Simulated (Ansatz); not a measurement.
## H3Si–BH⁺, singlet in cc-pVDZ: errors against RCCSDT(Q)

Geometry: that of the H3Si–BH, doublet, kept fixed.

```xyz
6

Si    0.0000    0.0275    0.5292
B     0.0000   -0.1188   -1.4404
H     0.0000    1.3973    1.1216
H     1.2095   -0.6900    1.0219
H    -1.2095   -0.6900    1.0219
H     0.0000    0.4894   -2.4617
```

Basis cc-pVDZ; Ansatz 0.2.0. Correlated methods freeze the noble-gas cores, which leaves 10 electrons in 46 orbitals. Prefix R: restricted or restricted open-shell reference. Active spaces: frontier = (8e, 8o) about the gap.

Full CI isn't at hand for all of this; RCCSDT(Q) serves as the reference, and is uncertain by the last step of the cluster series or more.

The UHF ⟨S²⟩ is 0.000. The T1 diagnostic (RCCSD) is 0.0207 and the largest doubles amplitude (RCCSD) is 0.047.

Question: From what is known of these methods and the diagnostics, rank them by the size of their error in total energy against RCCSDT(Q) in cc-pVDZ, smallest first (an estimate: the text doesn't fix the numbers).
A. RCCSDT
B. CISD
C. RCCSD(T)
D. MRCISD+Q (frontier space)
E. RHF

Answer: A (0.13 kcal/mol), D (0.60 kcal/mol), C (0.88 kcal/mol), B (13.13 kcal/mol), E (128.00 kcal/mol).

All errors are against RCCSDT(Q) in cc-pVDZ. Within each family the higher level lies nearer, as is usual though not guaranteed.
